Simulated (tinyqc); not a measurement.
Inside a calculation. Method: CIS on RHF in the sto-6g basis, frozen core, for HF, spin multiplicity 1. Computed by tinyqc, a small Python program that keeps every step (integrals from PySCF). Settings: charge = 0, multiplicity = 1, basis = sto-6g, method = RHF, frozen orbitals = 1, energy threshold = 1e-10, iteration cap = 67, orthogonalisation = symmetric, start = atomic densities, DIIS depth = 6. Command: `OMP_NUM_THREADS=1 python tinyqc.py 23236 23237 out.jsonl` (the two numbers bound the seeds that draw the settings). One thread of a shared host (Intel(R) Xeon(R) Processor @ 2.60GHz), about 0.1 s of CPU time with the checks. The early iterations of the SCF are left out here.

## One-electron integrals

Geometry (angstrom):

| atom | x | y | z |
|---|---|---|---|
| F | 0.000000 | 0.000000 | 0.000000 |
| H | 0.000000 | 0.000000 | 1.095000 |

Basis sto-6g: exponents (1/bohr^2) and contraction coefficients of normalised primitives:

| element | l (shell) | exponent | coefficient |
|---|---|---|---|
| F | s (1) | 1728.626574 | 0.009164 |
| F | s (1) | 316.941790 | 0.049361 |
| F | s (1) | 88.668891 | 0.168538 |
| F | s (1) | 30.460157 | 0.370563 |
| F | s (1) | 11.828570 | 0.416492 |
| F | s (1) | 4.871659 | 0.130334 |
| F | s (2) | 67.032281 | -0.013253 |
| F | s (2) | 13.267438 | -0.046992 |
| F | s (2) | 4.123510 | -0.033785 |
| F | s (2) | 1.586463 | 0.250242 |
| F | s (2) | 0.689002 | 0.595117 |
| F | s (2) | 0.315820 | 0.240706 |
| F | p (3) | 67.032281 | 0.003760 |
| F | p (3) | 13.267438 | 0.037679 |
| F | p (3) | 4.123510 | 0.173897 |
| F | p (3) | 1.586463 | 0.418036 |
| F | p (3) | 0.689002 | 0.425860 |
| F | p (3) | 0.315820 | 0.101708 |
| H | s (1) | 35.523221 | 0.009164 |
| H | s (1) | 6.513144 | 0.049361 |
| H | s (1) | 1.822143 | 0.168538 |
| H | s (1) | 0.625955 | 0.370563 |
| H | s (1) | 0.243077 | 0.416492 |
| H | s (1) | 0.100112 | 0.130334 |

Overlap, kinetic and nuclear-attraction integrals over the contracted functions; the nuclear repulsion is the sum of Za Zb / Rab.

nuclear repulsion = 4.34940173 hartree

overlap S:
```
           1F 1s     1F 2s    1F 2px    1F 2py    1F 2pz     2H 1s
1F 1s   1.000000  0.232479  0.000000  0.000000  0.000000  0.033576
1F 2s   0.232479  1.000000  0.000000  0.000000  0.000000  0.342113
1F 2px  0.000000  0.000000  1.000000  0.000000  0.000000  0.000000
1F 2py  0.000000  0.000000  0.000000  1.000000  0.000000  0.000000
1F 2pz  0.000000  0.000000  0.000000  0.000000  1.000000  0.283627
2H 1s   0.033576  0.342113  0.000000  0.000000  0.283627  1.000000
```

kinetic energy T (hartree):
```
            1F 1s      1F 2s    1F 2px    1F 2py    1F 2pz      2H 1s
1F 1s   37.397730  -1.143349  0.000000  0.000000  0.000000  -0.004994
1F 2s   -1.143349   1.082297  0.000000  0.000000  0.000000   0.052270
1F 2px   0.000000   0.000000  3.251325  0.000000  0.000000   0.000000
1F 2py   0.000000   0.000000  0.000000  3.251325  0.000000   0.000000
1F 2pz   0.000000   0.000000  0.000000  0.000000  3.251325   0.150246
2H 1s   -0.004994   0.052270  0.000000  0.000000  0.150246   0.768522
```

nuclear attraction V (hartree):
```
             1F 1s       1F 2s      1F 2px      1F 2py      1F 2pz      2H 1s
1F 1s   -78.305719   -7.978060    0.000000    0.000000   -0.011169  -1.320805
1F 2s    -7.978060  -11.957621    0.000000    0.000000   -0.130285  -3.010425
1F 2px    0.000000    0.000000  -11.932224    0.000000    0.000000   0.000000
1F 2py    0.000000    0.000000    0.000000  -11.932224    0.000000   0.000000
1F 2pz   -0.011169   -0.130285    0.000000    0.000000  -12.006892  -2.189197
2H 1s    -1.320805   -3.010425    0.000000    0.000000   -2.189197  -5.497373
```

core Hamiltonian H = T + V (hartree):
```
             1F 1s       1F 2s     1F 2px     1F 2py     1F 2pz      2H 1s
1F 1s   -40.907989   -9.121409   0.000000   0.000000  -0.011169  -1.325798
1F 2s    -9.121409  -10.875324   0.000000   0.000000  -0.130285  -2.958156
1F 2px    0.000000    0.000000  -8.680899   0.000000   0.000000   0.000000
1F 2py    0.000000    0.000000   0.000000  -8.680899   0.000000   0.000000
1F 2pz   -0.011169   -0.130285   0.000000   0.000000  -8.755566  -2.038951
2H 1s    -1.325798   -2.958156   0.000000   0.000000  -2.038951  -4.728851
```

## Two-electron integrals

Functions are numbered as in S; the eight-fold symmetry (ij|kl) = (ji|kl) = (kl|ij) leaves the list below.

Two-electron integrals (ij|kl) in chemists' order, unique and non-zero (hartree):
```
(11|11) 5.406240   (21|11) 0.768129   (21|21) 0.138909   (22|11) 1.266271
(22|21) 0.283987   (22|22) 0.926367   (31|31) 0.029452   (32|31) 0.044681
(32|32) 0.204753   (33|11) 1.266273   (33|21) 0.283987   (33|22) 0.926366
(33|33) 0.998085   (41|41) 0.029452   (42|41) 0.044681   (42|42) 0.204753
(43|43) 0.053789   (44|11) 1.266273   (44|21) 0.283987   (44|22) 0.926366
(44|33) 0.890506   (44|44) 0.998085   (51|51) 0.029452   (52|51) 0.044681
(52|52) 0.204753   (53|53) 0.053789   (54|54) 0.053789   (55|11) 1.266273
(55|21) 0.283987   (55|22) 0.926366   (55|33) 0.890506   (55|44) 0.890506
(55|55) 0.998085   (61|11) 0.118151   (61|21) 0.020488   (61|22) 0.040992
(61|33) 0.040922   (61|44) 0.040922   (61|51) 0.000892   (61|52) 0.001745
(61|55) 0.041130   (61|61) 0.003072   (62|11) 0.304711   (62|21) 0.069391
(62|22) 0.253231   (62|33) 0.249622   (62|44) 0.249622   (62|51) 0.005040
(62|52) 0.038307   (62|55) 0.260449   (62|61) 0.010242   (62|62) 0.086433
(63|31) 0.007630   (63|32) 0.043956   (63|53) 0.007965   (63|63) 0.012543
(64|41) 0.007630   (64|42) 0.043956   (64|54) 0.007965   (64|64) 0.012543
(65|11) 0.210066   (65|21) 0.048504   (65|22) 0.189208   (65|33) 0.181269
(65|44) 0.181269   (65|51) 0.010678   (65|52) 0.070783   (65|55) 0.205084
(65|61) 0.007463   (65|62) 0.079268   (65|65) 0.084636   (66|11) 0.472783
(66|21) 0.109690   (66|22) 0.460775   (66|33) 0.445664   (66|44) 0.445664
(66|51) 0.009764   (66|52) 0.104135   (66|55) 0.490994   (66|61) 0.016300
(66|62) 0.205818   (66|65) 0.218777   (66|66) 0.774999
```

## Orthogonalisation

S = U s U^T; symmetric (Loewdin) form X = U s^(-1/2) U^T, so that X^T S X = 1.

eigenvalues of S: 0.529143  0.850522  1.000000  1.000000  1.124612  1.495722

X:
```
            1F 1s      1F 2s    1F 2px    1F 2py     1F 2pz      2H 1s
1F 1s    1.021749  -0.125780  0.000000  0.000000  -0.004393   0.016518
1F 2s   -0.125780   1.074937  0.000000  0.000000   0.043664  -0.199962
1F 2px   0.000000   0.000000  1.000000  0.000000   0.000000   0.000000
1F 2py   0.000000   0.000000  0.000000  1.000000   0.000000   0.000000
1F 2pz  -0.004393   0.043664  0.000000  0.000000   1.035419  -0.162792
2H 1s    0.016518  -0.199962  0.000000  0.000000  -0.162792   1.087567
```

## Starting guess

The start is atomic minimal-basis densities projected into this basis (PySCF's MINAO start) and scaled to the electron count of each spin; this density is not idempotent, so its energy is not variational and may lie below the converged one.

D at the start:
```
            1F 1s      1F 2s    1F 2px    1F 2py     1F 2pz      2H 1s
1F 1s    2.151182  -0.495772  0.000000  0.000000   0.011672  -0.011790
1F 2s   -0.495772   2.135955  0.000000  0.000000  -0.070830   0.043933
1F 2px   0.000000   0.000000  1.636334  0.000000   0.000000   0.000000
1F 2py   0.000000   0.000000  0.000000  1.636334   0.000000   0.000000
1F 2pz   0.011672  -0.070830  0.000000  0.000000   1.531699   0.171816
2H 1s   -0.011790   0.043933  0.000000  0.000000   0.171816   1.012278
```

## Iteration 7 (converged): orbitals

converged F (hartree):
```
             1F 1s      1F 2s     1F 2px     1F 2py     1F 2pz      2H 1s
1F 1s   -26.250042  -6.370658   0.000000   0.000000  -0.018179  -0.928563
1F 2s    -6.370658  -2.896923   0.000000   0.000000  -0.049465  -0.831577
1F 2px    0.000000   0.000000  -0.471157   0.000000   0.000000   0.000000
1F 2py    0.000000   0.000000   0.000000  -0.471157   0.000000   0.000000
1F 2pz   -0.018179  -0.049465   0.000000   0.000000  -0.279169  -0.494425
2H 1s    -0.928563  -0.831577   0.000000   0.000000  -0.494425  -0.398677
```

Diagonalise F' = X^T F X, C = X C', fill 5 alpha and 5 beta electrons from the bottom; D = 2 C_occ C_occ^T. Each column has its largest component positive (the first on a tie).

F' = X^T F X (hartree):
```
            1          2          3          4          5          6
1  -25.840477  -3.176325   0.000000   0.000000  -0.036355  -0.118361
2   -3.176325  -1.741458   0.000000   0.000000   0.075053  -0.413641
3    0.000000   0.000000  -0.471157   0.000000   0.000000   0.000000
4    0.000000   0.000000   0.000000  -0.471157   0.000000   0.000000
5   -0.036355   0.075053   0.000000   0.000000  -0.140581  -0.484577
6   -0.118361  -0.413641   0.000000   0.000000  -0.484577  -0.059587
```

orbital energies (hartree): MO1 -26.253240, MO2 -1.445383, MO3 -0.538157, MO4 -0.471157, MO5 -0.471157, MO6 0.454676

coefficients C:
```
              MO1        MO2        MO3        MO4       MO5        MO6
1F 1s    0.997167  -0.242224   0.058271   0.000000  0.000000   0.060613
1F 2s    0.012259   0.978686  -0.324712   0.000000  0.000000  -0.387021
1F 2px   0.000000   0.000000   0.000000  -0.040466  0.999181   0.000000
1F 2py   0.000000   0.000000   0.000000   0.999181  0.040466   0.000000
1F 2pz   0.001368   0.046084   0.691688   0.000000  0.000000  -0.787377
2H 1s   -0.002416   0.115254   0.568015   0.000000  0.000000   0.955840
```

D after iteration 7:
```
            1F 1s      1F 2s    1F 2px    1F 2py     1F 2pz      2H 1s
1F 1s    2.112820  -0.487516  0.000000  0.000000   0.061013   0.005545
1F 2s   -0.487516   2.126830  0.000000  0.000000  -0.358961  -0.143347
1F 2px   0.000000   0.000000  2.000000  0.000000   0.000000   0.000000
1F 2py   0.000000   0.000000  0.000000  2.000000   0.000000   0.000000
1F 2pz   0.061013  -0.358961  0.000000  0.000000   0.961115   0.796394
2H 1s    0.005545  -0.143347  0.000000  0.000000   0.796394   0.671861
```

Within a degenerate level the vectors are fixed only up to a rotation; this is one choice.

## Convergence

Stop when the energy changes by less than 1e-10 hartree and every element of the error matrix X^T (F D S - S D F) X is below 3e-06.

Course of the cycle:

| iteration | E (hartree) | change | largest element of the error matrix |
|---|---|---|---|
| 1 | -100.17263590 | - | 9.50e-01 |
| 2 | -99.43390283 | 7.39e-01 | 2.81e-01 |
| 3 | -99.48178216 | -4.79e-02 | 2.63e-02 |
| 4 | -99.48238615 | -6.04e-04 | 3.44e-03 |
| 5 | -99.48239339 | -7.24e-06 | 4.27e-05 |
| 6 | -99.48239339 | -1.05e-09 | 1.61e-06 |
| 7 | -99.48239339 | -1.36e-12 | 9.96e-09 |

PySCF RHF in the same basis = -99.48239339 hartree

Converged in 7 iterations.

## Populations, bond orders and dipole

Mulliken: Z minus the diagonal of D S on the atom; Loewdin: the same with S^(1/2) D S^(1/2); Mayer order: 2 sum_s sum (D(s) S)_ij (D(s) S)_ji over the two atoms.

Charges (e):

| atom | Mulliken | Loewdin |
|---|---|---|
| 1F | -0.151115 | -0.119458 |
| 2H | 0.151115 | 0.119458 |

Mayer bond orders:

| pair | order |
|---|---|
| 2-1 | 0.977164 |

dipole moment about the origin, x y z (debye): 0.000000  0.000000  1.181017

## Integrals over molecular orbitals

(pq|rs) = sum C_ip C_jq C_kr C_ls (ij|kl), one index at a time.

one-electron integrals over orbitals h = C^T H C (hartree):
```
            1          2          3          4          5          6
1  -40.894679   0.725300  -0.169175   0.000000   0.000000  -0.184530
2    0.725300  -9.200076   0.546631   0.000000   0.000000   0.978609
3   -0.169175   0.546631  -7.196150   0.000000   0.000000   2.089469
4    0.000000   0.000000   0.000000  -8.680899   0.000000   0.000000
5    0.000000   0.000000   0.000000   0.000000  -8.680899   0.000000
6   -0.184530   0.978609   2.089469   0.000000   0.000000  -6.074137
```

Two-electron integrals over orbitals (pq|rs), unique and non-zero (hartree); the lowest 1 orbital is frozen and left out:
```
(22|22) 0.867761    (32|22) -0.038831   (32|32) 0.146989    (33|22) 0.725102
(33|32) -0.027881   (33|33) 0.716447    (42|42) 0.186517    (43|42) -0.034251
(43|43) 0.040328    (44|22) 0.890714    (44|32) -0.072906   (44|33) 0.714128
(44|44) 0.998085    (52|52) 0.186517    (53|52) -0.034251   (53|53) 0.040328
(54|54) 0.053789    (55|22) 0.890714    (55|32) -0.072906   (55|33) 0.714128
(55|44) 0.890506    (55|55) 0.998085    (62|22) -0.107042   (62|32) -0.064699
(62|33) -0.028545   (62|44) -0.104496   (62|55) -0.104496   (62|62) 0.092709
(63|22) -0.207352   (63|32) 0.088943    (63|33) -0.107093   (63|44) -0.224015
(63|55) -0.224015   (63|62) 0.046529    (63|63) 0.207470    (64|42) -0.034644
(64|43) -0.019451   (64|64) 0.029862    (65|52) -0.034644   (65|53) -0.019451
(65|65) 0.029862    (66|22) 0.658175    (66|32) 0.057716    (66|33) 0.662381
(66|44) 0.636545    (66|55) 0.636545    (66|62) -0.060985   (66|63) -0.018517
(66|66) 0.697749
```

## CIS matrix, singlets

A(ia,jb) = (e_a - e_i) d_ij d_ab + 2 (ia|jb) - (ij|ab).

CIS matrix A, singlet (hartree):
```
          2>6       3>6       4>6       5>6
2>6  1.427302  0.035343  0.000000  0.000000
3>6  0.035343  0.745391  0.000000  0.000000
4>6  0.000000  0.000000  0.349011  0.000000
5>6  0.000000  0.000000  0.000000  0.349011
```

## CIS singlet states

dipole integrals <i|r|a> (bohr):
```
             x          y         z
2>6   0.000000   0.000000  0.004612
3>6   0.000000   0.000000  1.069855
4>6   0.000761  -0.018779  0.000000
5>6  -0.018779  -0.000761  0.000000
```

Diagonalise A (1 hartree = 27.211386 eV); each vector has its largest component positive (the first on a tie). The transition dipole is mu = sqrt2 sum c_ia <i|r|a>.

singlet excitation energies (eV): 9.497071  9.497071  20.233413  38.888585

lowest vectors:
```
       state 1   state 2    state 3   state 4
2>6   0.000000  0.000000  -0.051622  0.998667
3>6   0.000000  0.000000   0.998667  0.051622
4>6  -0.180041  0.983659   0.000000  0.000000
5>6   0.983659  0.180041   0.000000  0.000000
```

oscillator strengths 2/3 w |mu|^2: 0.000164  0.000164  1.131240  0.006822

Within a degenerate level the vectors are fixed only up to a rotation; this is one choice.

## CIS matrix, triplets

A(ia,jb) = (e_a - e_i) d_ij d_ab - (ij|ab).

CIS matrix A, triplet (hartree):
```
           2>6        3>6       4>6       5>6
2>6   1.241883  -0.057716  0.000000  0.000000
3>6  -0.057716   0.330452  0.000000  0.000000
4>6   0.000000   0.000000  0.289288  0.000000
5>6   0.000000   0.000000  0.000000  0.289288
```

## CIS triplet states

Diagonalise A (1 hartree = 27.211386 eV); each vector has its largest component positive (the first on a tie).

triplet excitation energies (eV): 7.871920  7.871920  8.892987  33.892426

lowest vectors:
```
       state 1   state 2   state 3    state 4
2>6   0.000000  0.000000  0.062947   0.998017
3>6   0.000000  0.000000  0.998017  -0.062947
4>6  -0.048042  0.998845  0.000000   0.000000
5>6   0.998845  0.048042  0.000000   0.000000
```

Within a degenerate level the vectors are fixed only up to a rotation; this is one choice.
